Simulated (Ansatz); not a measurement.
# SiNH₂ (quartet): the correlation ladder, def2-QZVPP

An exercise on one series of results from a longer session: the logs are not shown, and one member is left open.

Computed with Ansatz 0.2.0, Gaussian basis. Level: def2-QZVPP, core rule «outside noble gas», up to 6 orbitals frozen.

The runs, in order: UHF; ROHF; CCSD(T) on UHF.

## The system

The geometry is a PBE0/def2-TZVP stationary point (not a proven minimum).

4 atoms, charge 0, spin multiplicity 4.

Atoms are counted from 1 here; the program's logs count them from 0.

Bond lengths: Si1–N2 1.849 Å, Si1–H3 1.470 Å, Si1–H4 1.470 Å. Angles: N2–Si1–H3 117.7°, N2–Si1–H4 117.7°, H3–Si1–H4 124.6°.

Geometry (Å):

```csv
atom,x (Å),y (Å),z (Å)
Si1,0.00000,0.00000,0.55577
N2,0.00000,0.00000,-1.29274
H3,0.00000,1.30196,1.23908
H4,0.00000,-1.30196,1.23908
```

Set-up of the first run:

in.yaml reads:

```yaml
crystal:
  periodic: [false, false, false]
  atoms:
    - {symbol: Si, position_ang: [0.000000, 0.000000, 0.555774]}
    - {symbol: N, position_ang: [0.000000, 0.000000, -1.292740]}
    - {symbol: H, position_ang: [0.000000, 1.301958, 1.239079]}
    - {symbol: H, position_ang: [0.000000, -1.301958, 1.239079]}
basis:
  gaussian: {orbitals: "def2-QZVPP.json"}
magnetization: {spin_polarized: true, initial_magnetization: 3}
hamiltonian: {xc: hf}
output: {orbitals: {seedname: orbitals}}
```

Run with:

```
$ ansatz run in.yaml --threads 1 --pin off --events-out ev --progress --plain --max-ram 2393MiB
```

Among the steps run: UHF; ROHF; CCSD(T) on UHF.

One table of the session follows, with a row left open; its other results are not shown here.

It belongs to the step «Misses and costs». 

| method | from UCCSD(T) (meV) |
| --- | --- |
| ROHF | +8295.2 |
| UHF | +7994.8 |
| UMP2 | ? |
| UCCSD | +281.5 |
| UCCSD(T) | 0 |

Q: Estimate the row for UMP2 from the others.

As computed: from UCCSD(T) (meV): +1221.5. In the column «from UCCSD(T) (meV)» it lies between UCCSD (+281.5) and UHF (+7994.8).
